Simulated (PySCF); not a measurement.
## Multinuclear NMR of C$_{2}$H$_{5}$NO

Cartesian coordinates in Å; atom numbers follow the order of the lines, from 1:
```xyz
9

C    -1.096   -0.012    0.083
C     0.276    0.458   -0.351
N     1.288   -0.312    0.122
O     0.475    1.424   -1.049
H    -1.187    0.070    1.164
H    -1.246   -1.051   -0.204
H    -1.854    0.606   -0.388
H     2.235   -0.068   -0.111
H     1.124   -1.109    0.710
```

Theoretical values (PySCF 2.14.0 with density-fitted response routines): geometry from GFN2-xTB, J couplings at B3LYP/pcJ-1, σ from GIAO-PBE0/pcSseg-1. Non-relativistic Hamiltonian, one averaged value for each set of equivalent atoms, a single conformation, no solvent model.

Problem. What are the $^{15}$N shifts?

Solution. 
```tsv
atoms	environment	σ (ppm)	δ (ppm)
N3	amide-type nitrogen	154.5	-290.4
```

Shieldings were converted by a linear fit to measured shifts: $^{15}$N: δ = -148.07 − 0.921σ (rms 6.3 ppm, 71 shifts vs CH3NO2, solution or neat liquid). A few per cent of atoms miss by over 2 rms, more outside the fitted compound classes. Couplings are scaled by factors fitted to measured values: $^{2}J$(H,H) × 0.95 (rms 1.3 Hz); all others are unscaled and can be 10–30 % off.

Couplings (the largest are listed; each averaged over equivalent pairs): $^{1}J$(N3,H8) = -95.8 Hz, $^{1}J$(N3,H9) = -94.0 Hz, $^{1}J$(C2,N3) = -16.9 Hz, $^{2}J$(C1,N3) = -12.4 Hz, $^{3}J$(N3,H5) = -1.2 Hz. Signs are for $^{15}$N, whose magnetogyric ratio is negative.

On a 300 MHz spectrometer $^{15}$N resonates near 30.4 MHz, so 1 ppm is 30.4 Hz.

Problem. What are the $^{17}$O shifts?

Solution. 
```csv
atoms,environment,σ (ppm),δ (ppm)
O4,amide-type carbonyl oxygen,-105.5,362.8
```

Shieldings were converted by a linear fit to measured shifts: $^{17}$O (scatter 10.7 ppm rms, 12.2 ppm with the 3 outliers that the fit left out vs liquid water, solution or neat liquid). Occasional misses reach two or three times the rms, and more in compound classes unlike the fitted ones. Couplings are scaled by factors fitted to measured values: $^{2}J$(H,H) × 0.95 (rms 1.3 Hz); all others are unscaled and can be 10–30 % off.

Couplings (the largest are listed; each averaged over equivalent pairs; quadrupolar broadening usually hides them): $^{1}J$(C2,O4) = 25.4 Hz, $^{2}J$(C1,O4) = -3.1 Hz, $^{3}J$(O4,H8) = 1.6 Hz, $^{3}J$(O4,H5) = -1.3 Hz.

On a 300 MHz spectrometer $^{17}$O resonates near 40.7 MHz, so 1 ppm is 40.7 Hz.

Hydrogen bonding in solution shields acid and N–H amide carbonyl oxygens by tens of ppm.
